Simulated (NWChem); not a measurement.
System: N, quartet

NWChem input:

```
start job
memory heap 200 mb stack 900 mb global 1100 mb
geometry units angstroms noautoz
  N      0.000000     0.000000     0.000000
end
basis spherical
  N library def2-svp
end
dft
  odft
  mult 4
  xc b3lyp
  iterations 150
  mulliken
end
task dft energy
```

Output (shortened):

```
             Northwest Computational Chemistry Package (NWChem) 7.3.0
             --------------------------------------------------------

                             Geometry "geometry" -> ""
                             -------------------------

 Output coordinates in angstroms (scale by  1.889725989 to convert to a.u.)

  No.       Tag          Charge          X              Y              Z
 ---- ---------------- ---------- -------------- -------------- --------------
    1 N                    7.0000     0.00000000     0.00000000     0.00000000

 Effective nuclear repulsion energy (a.u.)       0.0000000000

                                 NWChem DFT Module
                                 -----------------

 Summary of "ao basis" -> "ao basis" (spherical)
 ------------------------------------------------------------------------------
       Tag                 Description            Shells   Functions and Types
 ---------------- ------------------------------  ------  ---------------------
 N                          def2-svp                 6       14   3s2p1d

            General Information
            -------------------
          SCF calculation type: DFT
          Wavefunction type:  spin polarized.
          No. of atoms     :     1
          No. of electrons :     7
           Alpha electrons :     5
            Beta electrons :     2
          Charge           :     0
          Spin multiplicity:     4
          Use of symmetry is: off; symmetry adaption is: off
          Maximum number of iterations: 150
          AO basis - number of functions:    14
                     number of shells:     6
          Convergence on energy requested:  1.00D-06
          Convergence on density requested:  1.00D-05
          Convergence on gradient requested:  5.00D-04

              XC Information
              --------------
                         B3LYP Method XC Potential
                     Hartree-Fock (Exact) Exchange  0.200
                        Slater Exchange Functional  0.800 local
                    Becke 1988 Exchange Functional  0.720 non-local
              Lee-Yang-Parr Correlation Functional  0.810
                  VWN I RPA Correlation Functional  0.190 local

             Grid Information
             ----------------
          Grid used for XC integration:  medium
          Radial quadrature: Mura-Knowles
          Angular quadrature: Lebedev.
          Tag              B.-S. Rad. Rad. Pts. Rad. Cut. Ang. Pts.
          ---              ---------- --------- --------- ---------
          N                   0.65       49           4.0       434
          Grid pruning is: on
          Number of quadrature shells:    49
          Spatial weights used:  Erf1

      Superposition of Atomic Density Guess
      -------------------------------------

 Sum of atomic energies:         -54.24418159

      Non-variational initial energy
      ------------------------------

 Total energy =     -53.755662
 1-e energy   =     -73.763415
 2-e energy   =      20.007753
 HOMO         =      -0.196489
 LUMO         =      -0.196489

     ---------------------------------------------
      Total Density - Mulliken Population Analysis
     ---------------------------------------------

    Atom       Charge   Shell Charges
 -----------   ------   -------------------------------------------------------
    1 N    7     7.00   1.99  1.21  0.80  1.57  1.43  0.00

     --------------------------------------------
      Spin Density - Mulliken Population Analysis
     --------------------------------------------

    Atom       Charge   Shell Charges
 -----------   ------   -------------------------------------------------------
    1 N    7     3.00   0.00  0.00  0.00  1.57  1.43  0.00

   convergence    iter        energy       DeltaE   RMS-Dens  Diis-err
 ---------------- ----- ----------------- --------- --------- ---------
 d= 0,ls=0.0,diis     1    -54.5022778587 -5.45D+01  2.68D-02  1.04D-01
                                                     2.54D-03  2.27D-03
 d= 0,ls=0.0,diis     2    -54.5291511342 -2.69D-02  8.64D-03  1.98D-02
                                                     8.12D-03  1.01D-02
 d= 0,ls=0.0,diis     3    -54.5377067502 -8.56D-03  8.71D-04  1.68D-04
                                                     7.31D-04  1.43D-05
 d= 0,ls=0.0,diis     4    -54.5377819788 -7.52D-05  5.05D-05  2.86D-07
                                                     9.01D-05  3.50D-07
 d= 0,ls=0.0,diis     5    -54.5377823022 -3.23D-07  2.04D-06  2.88D-10
                                                     6.54D-07  2.10D-11

         Total DFT energy =      -54.537782302244
      One electron energy =      -73.900579011983
           Coulomb energy =       26.162758213521
    Exchange-Corr. energy =       -6.799961503781
 Nuclear repulsion energy =        0.000000000000

 Numeric. integr. density =        6.999999259208

                    DFT Final Alpha Molecular Orbital Analysis
                    ------------------------------------------

 Vector    3  Occ=1.000000D+00  E=-3.493906D-01
              MO Center= -1.9D-13,  1.8D-13,  9.6D-14, r^2= 6.8D-01
   Bfn.  Coefficient  Atom+Function         Bfn.  Coefficient  Atom+Function
  ----- ------------  ---------------      ----- ------------  ---------------
     4      0.473029  1 N  px                 5     -0.462342  1 N  py
     7     -0.313324  1 N  px                 8      0.306245  1 N  py
     6     -0.177700  1 N  pz                 9      0.117704  1 N  pz

 Vector    4  Occ=1.000000D+00  E=-3.493906D-01
              MO Center=  1.3D-13,  1.2D-13, -6.7D-14, r^2= 6.8D-01
   Bfn.  Coefficient  Atom+Function         Bfn.  Coefficient  Atom+Function
  ----- ------------  ---------------      ----- ------------  ---------------
     5      0.494958  1 N  py                 4      0.375453  1 N  px
     8     -0.327849  1 N  py                 6     -0.288351  1 N  pz
     7     -0.248691  1 N  px                 9      0.190997  1 N  pz

 Vector    5  Occ=1.000000D+00  E=-3.493906D-01
              MO Center= -9.0D-14, -6.2D-14, -1.8D-13, r^2= 6.8D-01
   Bfn.  Coefficient  Atom+Function         Bfn.  Coefficient  Atom+Function
  ----- ------------  ---------------      ----- ------------  ---------------
     6      0.595291  1 N  pz                 9     -0.394307  1 N  pz
     4      0.323068  1 N  px                 7     -0.213993  1 N  px
     5      0.101737  1 N  py                 8     -0.067389  1 N  py

 Vector    6  Occ=0.000000D+00  E= 5.056281D-01
              MO Center=  6.2D-13, -9.5D-13,  6.3D-13, r^2= 1.6D+00
   Bfn.  Coefficient  Atom+Function         Bfn.  Coefficient  Atom+Function
  ----- ------------  ---------------      ----- ------------  ---------------
     3     -1.623803  1 N  s                  2      1.611704  1 N  s
     1      0.303198  1 N  s

 Vector    7  Occ=0.000000D+00  E= 6.589232D-01
              MO Center= -5.2D-13,  9.9D-13, -1.7D-14, r^2= 1.5D+00
   Bfn.  Coefficient  Atom+Function         Bfn.  Coefficient  Atom+Function
  ----- ------------  ---------------      ----- ------------  ---------------
     8      0.955659  1 N  py                 5      0.841392  1 N  py
     7     -0.507359  1 N  px                 4     -0.446694  1 N  px

 Vector    8  Occ=0.000000D+00  E= 6.589232D-01
              MO Center= -3.9D-14, -2.0D-14,  4.0D-15, r^2= 1.5D+00
   Bfn.  Coefficient  Atom+Function         Bfn.  Coefficient  Atom+Function
  ----- ------------  ---------------      ----- ------------  ---------------
     7      0.952053  1 N  px                 4      0.838217  1 N  px
     8      0.503636  1 N  py                 5      0.443417  1 N  py
     9     -0.104480  1 N  pz                 6     -0.091988  1 N  pz

                     DFT Final Beta Molecular Orbital Analysis
                     -----------------------------------------

 Vector    1  Occ=1.000000D+00  E=-1.437268D+01
              MO Center=  2.6D-16, -4.0D-16,  2.6D-16, r^2= 2.0D-02
   Bfn.  Coefficient  Atom+Function         Bfn.  Coefficient  Atom+Function
  ----- ------------  ---------------      ----- ------------  ---------------
     1      0.990407  1 N  s                  2     -0.033339  1 N  s

 Vector    2  Occ=1.000000D+00  E=-5.932542D-01
              MO Center=  5.4D-14, -8.3D-14,  5.4D-14, r^2= 6.5D-01
   Bfn.  Coefficient  Atom+Function         Bfn.  Coefficient  Atom+Function
  ----- ------------  ---------------      ----- ------------  ---------------
     2      0.605234  1 N  s                  3      0.490466  1 N  s
     1      0.298190  1 N  s

 Vector    3  Occ=0.000000D+00  E=-9.354875D-02
              MO Center=  1.7D-14,  2.8D-14,  2.9D-14, r^2= 8.3D-01
   Bfn.  Coefficient  Atom+Function         Bfn.  Coefficient  Atom+Function
  ----- ------------  ---------------      ----- ------------  ---------------
     5      0.548714  1 N  py                 8     -0.534433  1 N  py
     6      0.183993  1 N  pz                 9     -0.179204  1 N  pz
     4      0.045003  1 N  px                 7     -0.043832  1 N  px

 Vector    4  Occ=0.000000D+00  E=-9.354875D-02
              MO Center= -3.5D-14, -1.7D-14,  1.6D-14, r^2= 8.3D-01
   Bfn.  Coefficient  Atom+Function         Bfn.  Coefficient  Atom+Function
  ----- ------------  ---------------      ----- ------------  ---------------
     4      0.577931  1 N  px                 7     -0.562890  1 N  px
     6     -0.043384  1 N  pz                 9      0.042255  1 N  pz
     5     -0.032852  1 N  py                 8      0.031997  1 N  py

[...]
```

Level: B3LYP/def2-SVP, spin-unrestricted. No stability test was run on the SCF state. B3LYP is NWChem's, with the RPA form of VWN correlation.
